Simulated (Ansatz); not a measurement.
# HO2, doublet: up the ladder of correlation methods

Calculated in Ansatz's Gaussian-basis code; BCCD by scripts on PySCF. Nonrelativistic, STO-3G, 2 core orbitals frozen. Perturbation and coupled-cluster methods stand on the Hartree–Fock determinant that coupled cluster favours; RHF here means ROHF, with semicanonical perturbation theory. The state met can differ between shapes. Small basis; these aren't basis-limit values.

Shape A:

```csv
atom,x (Å),y (Å),z (Å)
O,0.0000,0.0000,0.0000
H,0.0000,0.9400,-0.2400
O,0.0000,0.0000,1.2901
```

Shape B:

```json
{"atom": "O", "x (Å)": "0.0000", "y (Å)": "0.0000", "z (Å)": "0.0000"}
{"atom": "H", "x (Å)": "0.0000", "y (Å)": "0.8460", "z (Å)": "-0.2160"}
{"atom": "O", "x (Å)": "0.0000", "y (Å)": "0.0000", "z (Å)": "1.3300"}
```

Shape C. A bond is stretched, to 1.72 times the sum of the covalent radii.

```xyz
3

O     0.0000    0.0000    0.0000
H     0.0000    1.6168   -0.4128
O     0.0000    0.0000    1.3300
```

Correlation energy of CCSD(T), then each method's total less that of CCSD(T), in eV:

```csv
case,E corr CCSD(T),CCSD,BCCD,BCCD(T),determinant
A RHF,-2.228,+0.030,+0.049,+0.005,–
B RHF,-2.118,+0.031,+0.053,+0.006,–
B UHF,-2.090,+0.029,+0.053,+0.007,⟨S²⟩ = 0.754
C RHF,-5.243,+0.226,+0.296,-0.068,–
```

Problem. How far does full CI lie from CCSD(T) in each case, and where is CCSD(T) within 1 kcal/mol (0.043 eV)?

Solution. A RHF: -0.020 eV (within); B RHF: -0.023 eV (within); B UHF: -0.023 eV (within); C RHF: -0.239 eV (outside).

Problem. Which method comes nearest to full CI in total energy for A RHF?

Solution. CCSD(T), 0.020 eV away; next BCCD(T) (0.025 eV), last BCCD (0.069 eV).
